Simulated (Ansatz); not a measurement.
Worked example: correlation energy of GeH$_{4}$⁺, doublet

Geometry: a PBE0/def2-TZVP stationary point for this spin, not checked as a minimum.

```yaml
atoms:
  - { symbol: Ge, position_ang: [0.0000, 0.0000, 0.0000] }
  - { symbol: H, position_ang: [0.5613, 1.0339, 1.0326] }
  - { symbol: H, position_ang: [-0.5699, -1.0297, 1.0321] }
  - { symbol: H, position_ang: [-0.5592, 1.0308, -1.0368] }
  - { symbol: H, position_ang: [0.5678, -1.0351, -1.0279] }
```

Basis cc-pVTZ; Ansatz 0.2.0. Correlated methods freeze the noble-gas cores and the filled d shells of p-block atoms, which leaves 7 electrons in 85 orbitals. Prefix R: restricted or restricted open-shell reference; prefix U: unrestricted. No spin–orbit coupling is included, and no scalar relativity.

Full CI isn't at hand for all of this; UCCSDT(Q) serves as the reference, and is uncertain by about the last step of the cluster series.

Runs differ by some tens of microhartree through their thresholds and, for an open shell, their frozen cores, so steps under 0.03 kcal/mol mean nothing.

```json
{"level": "UHF", "total energy (hartree)": "-2077.304183"}
{"level": "UMP2", "total energy (hartree)": "-2077.423182"}
{"level": "UCCSD", "total energy (hartree)": "-2077.454417"}
{"level": "UCCSD(T)", "total energy (hartree)": "-2077.458800"}
{"level": "UCCSDT", "total energy (hartree)": "-2077.459869"}
{"level": "UCCSDT(Q)", "total energy (hartree)": "-2077.460014"}
```

What is the correlation energy at UCCSDT(Q), and what share of it do UMP2 and UCCSD(T) recover?

E(corr) = -2077.460014 − (-2077.304183) = -0.155831 hartree = -4.240 eV. UMP2: -0.118999 / -0.155831 = 76.36 %. UCCSD(T): -0.154617 / -0.155831 = 99.22 %.

By how many kcal/mol does UCCSD(T) miss UCCSDT(Q) (1 hartree = 627.509 kcal/mol), and which steps make up the rest?

-2077.458800 − (-2077.460014) = 0.001214 hartree = 0.76 kcal/mol. Steps: UCCSDT − UCCSD(T) = -0.67, UCCSDT(Q) − UCCSDT = -0.09 kcal/mol. That is within 1 kcal/mol of the reference in this basis, which itself misses far more of the correlation at the basis-set limit.
